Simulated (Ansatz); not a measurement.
C$_{2}$H$_{2}$Cl$_{2}$O (`ClC1(Cl)CO1`), 7 atoms. The species carries charge 0 and has multiplicity 1. All runs use 2 threads of an Arm Neoverse V2 on a shared host. Correlated methods freeze the cores.

(1) Give the basis size and wall time and peak host memory of each of these runs in Ansatz. RHF-CCSD(T)/def2-SVP energy; RHF-CCSD(T)/def2-TZVPP energy; RKS BLYP-D4/def2-TZVPP energy; RKS HSE06 (plane-wave form)-D4/def2-TZVPP energy; RKS PBE0-D4/def2-TZVP relaxation (8 steps); RKS ωB97M-V/def2-SVP energy; RKS PBE0-D4/def2-TZVP frequencies; RKS PBE0-D4/def2-SVP energy; RKS PBE0-D4/def2-QZVPP energy; direct RPA on PBE orbitals/def2-TZVPP energy; RHF-MP2/def2-QZVPP energy; RKS revPBE-D4/def2-TZVPP energy. (An estimate is asked.)

## Answers

(1) Ansatz gave: Other jobs shared the machine, so times are rough.

```
                                    level                   job  functions  wall time  peak host memory (GiB)
                     RKS PBE0-D4/def2-SVP                energy         88      1.3 s                    0.16
                   RKS BLYP-D4/def2-TZVPP                energy        205      2.4 s                    0.25
                 RKS revPBE-D4/def2-TZVPP                energy        205      2.4 s                    0.25
                     RHF-CCSD(T)/def2-SVP                energy         88      3.8 s                    0.28
RKS HSE06 (plane-wave form)-D4/def2-TZVPP                energy        205      4.2 s                    0.49
                     RKS ωB97M-V/def2-SVP                energy         88        6 s                    0.24
    direct RPA on PBE orbitals/def2-TZVPP                energy        205        6 s                     0.4
                   RKS PBE0-D4/def2-QZVPP                energy        371       11 s                     1.1
                       RHF-MP2/def2-QZVPP                energy        371       24 s                     1.7
                    RKS PBE0-D4/def2-TZVP  relaxation (8 steps)        179       40 s                    0.43
                   RHF-CCSD(T)/def2-TZVPP                energy        205      120 s                     2.7
                    RKS PBE0-D4/def2-TZVP           frequencies        179    2.3 min                    0.43
```
